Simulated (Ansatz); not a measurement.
# Cubic Cu₃N

These are B3LYP (VWN-RPA form) in Ansatz (plane waves, PAW) values and carry that method's errors.

Settings: plane-wave cutoff 460 eV, 6×6×6 k mesh, Fermi–Dirac smearing 0.01 eV, no spin polarisation, scalar-relativistic PAW data made under PBE.

Cell: measured lattice: a = b = c = 3.807 Å, α = β = γ = 90.00°.

```json
{
 "band_gap": "1.51 eV (on the SCF k mesh) (indirect)",
 "smallest_direct_gap_on_the_k_points_sampled": "2.23 eV",
 "Γ–Γ gap": "5.23 eV"
}
```

Note: cell and atoms aren't relaxed at this level (pressure 5.8 GPa).

Computed values are for the static lattice.

Ansatz is a program for electronic structure.
